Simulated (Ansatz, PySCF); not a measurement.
Molecule: C₃H₄ (charge +1, doublet). 
Structure (B3LYP-D3(BJ)/def2-TZVP (Ansatz, an electronic-structure program) minimum search):
```xyz
7

C      1.3106     0.0150     0.0000
C      0.0000     0.0000     0.0000
C     -1.3106    -0.0150     0.0000
H      1.8775    -0.4057    -0.8320
H      1.8677     0.4487     0.8320
H     -1.8766     0.3292    -0.8670
H     -1.8686    -0.3722     0.8670
```
Charge +1, spin multiplicity 2.

Total electronic energies in hartree. Correlated levels leave the core frozen unless marked. UHF or UKS for open shells. Spin-orbit coupling is left out. No relativistic terms. Basis-set limits of correlation are two-point, X^-3; Hartree-Fock from the larger set. [CCSD(T)-MP2]/basis is that difference in the basis named.

The UHF reference is spin-contaminated (<S^2> 0.10 over the pure value in the largest basis). 

```json
[
 {"level": "RI-HF/aug-cc-pVTZ", "program": "Ansatz", "energy (Eh)": "-115.60198"},
 {"level": "SVWN5/def2-TZVPD", "program": "Ansatz", "energy (Eh)": "-115.24219"},
 {"level": "PBE-D4/def2-TZVPD", "program": "Ansatz + dftd4", "energy (Eh)": "-116.19491"},
 {"level": "TPSS-D4/def2-TZVPD", "program": "PySCF + dftd4", "energy (Eh)": "-116.38336"},
 {"level": "PBE0-D3(BJ)/def2-TZVPD", "program": "Ansatz + dftd3", "energy (Eh)": "-116.20474"},
 {"level": "PBE0/def2-TZVPD", "program": "Ansatz", "energy (Eh)": "-116.20185"},
 {"level": "PBE0/def2-QZVPP", "program": "Ansatz", "energy (Eh)": "-116.20925"},
 {"level": "TPSSh-D4/def2-TZVPD", "program": "PySCF + dftd4", "energy (Eh)": "-116.36840"},
 {"level": "PW6B95-D3(BJ)/def2-TZVPD", "program": "PySCF + dftd3", "energy (Eh)": "-116.50268"},
 {"level": "MN15-D3(BJ)/def2-TZVPD", "program": "PySCF + dftd3", "energy (Eh)": "-116.19356"},
 {"level": "MN15/def2-TZVPD", "program": "PySCF", "energy (Eh)": "-116.19355"},
 {"level": "CAM-B3LYP-D3(BJ)/def2-TZVPD", "program": "Ansatz + dftd3", "energy (Eh)": "-116.28155"},
 {"level": "LC-wPBE-D4/def2-TZVPD", "program": "Ansatz + dftd4", "energy (Eh)": "-116.25839"},
 {"level": "LC-wPBE/def2-TZVPD", "program": "Ansatz", "energy (Eh)": "-116.25576"},
 {"level": "B2PLYP/def2-TZVPD", "program": "Ansatz", "energy (Eh)": "-116.23704"},
 {"level": "MP2/cc-pVTZ", "program": "Ansatz", "energy (Eh)": "-116.01709"},
 {"level": "SCS-MP2/6-31G*", "program": "Ansatz", "energy (Eh)": "-115.88461"},
 {"level": "CCSD/6-31G*", "program": "Ansatz", "energy (Eh)": "-115.92962"},
 {"level": "CCSD(T)/6-31G", "program": "Ansatz", "energy (Eh)": "-115.79017"},
 {"level": "CCSD(T)/aug-cc-pVDZ", "program": "Ansatz", "energy (Eh)": "-115.98072"},
 {"level": "CCSD(T)/cc-pVTZ", "program": "Ansatz", "energy (Eh)": "-116.07825"},
 {"level": "CCSD(T)/cc-pwCVTZ", "program": "Ansatz", "energy (Eh)": "-116.08514"},
 {"level": "RI-MP2/CBS(cc-pVTZ,cc-pVQZ)+[CCSD(T)-MP2]/cc-pVTZ", "program": "Ansatz", "energy (Eh)": "-116.1321"}
]
```

Totals of different functionals don't rank their quality; only differences between species are comparable.
